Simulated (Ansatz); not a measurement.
Cubic perovskite CsSnBr3 was calculated with PBE in Ansatz (plane waves, PAW).

Input file:

Ansatz 0.2 input:
```yaml
crystal:
  lattice:
    - [5.8964845054, 0.0, 0.0]
    - [0.0, 5.8964845054, 0.0]
    - [0.0, 0.0, 5.8964845054]
  atoms:
    - { symbol: Cs, position: [0.0, 0.0, 0.0] }
    - { symbol: Sn, position: [0.5, 0.5, 0.5] }
    - { symbol: Br, position: [0.5, 0.0, 0.5] }
    - { symbol: Br, position: [0.0, 0.5, 0.5] }
    - { symbol: Br, position: [0.5, 0.5, 0.0] }
basis:
  ecutwfc: 520
  ecutrho_ratio: 4
  xc_grid: 2
kpoints:
  mp_grid: { grid: [6, 6, 6] }
hamiltonian:
  xc: pbe
  dispersion: none
  pseudopotentials: { kind: paw }
scf:
  occupations: { method: fermi_dirac, width: 0.01 }
  convergence: { dr2_threshold: 0.0000000005 }
output:
  forces: true
  stress: true
  eigenvalues: true
```

From the output:

```
Crystal: 5 atoms, lattice volume = 205.012 Å³
Basis set: ecut = 520 eV, 5497 PW (Γ), exchange–correlation on 90×90×90 points (8 copies of the dense FFT grid, shifted against one another)
Bands: 27, of which v1, the nominal top of the filled ones, is band 22 counted from 1 (21 counted from 0)
Symmetry: 48 space group operations
Space group: Pm-3m (ITA 221), of the structure as read, at distance tolerance 5.9e-5 Å
k-points: 20 of 216
Functional: x = pbe(κ = 0.804, μ = 0.2195149727645171), c = pbe(β = 0.06672455060314922)
SCF iter   1: F=—  HF=-20050.738728 eV  |F-HF|=—  |Δ(HF+E_count)|=         —  Δρ=7.72e-4  dr2=4.08e-3
SCF iter   2: F=—  HF=-20050.738587 eV  |F-HF|=—  |Δ(HF+E_count)|=   1.42e-4  Δρ=4.48e-4  dr2=1.41e-3
  ...
SCF iter   7: F=—  HF=-20050.738221 eV  |F-HF|=—  |Δ(HF+E_count)|=   7.26e-8  Δρ=8.61e-7  dr2=1.96e-9
SCF iter   8: F=-20050.738221 eV  HF=-20050.738221 eV  |F-HF|=1.46e-11  |Δ(HF+E_count)|=   3.77e-9  Δρ=3.13e-7  dr2=1.66e-10
SCF 1 converged in 8 iterations: F = -20050.738221 eV  dr2 = 1.66e-10
SCF converged after 8 iterations
Free energy (F): -20050.738221 eV
Internal energy: -20050.738221 eV  (E = F + TS)
E sigma→0 (E₀):  -20050.738221 eV
Fermi energy:    4.418298 eV
--- Stress (GPa, compression-positive) ---
       -0.000217      -0.000000       0.000000
        0.000000      -0.000217      -0.000000
        0.000000      -0.000000      -0.000217
  P = ⅓ Tr σ = -0.0002 GPa (-0.002 kbar)
```

Ansatz is a quantum-chemistry and plane-wave program.
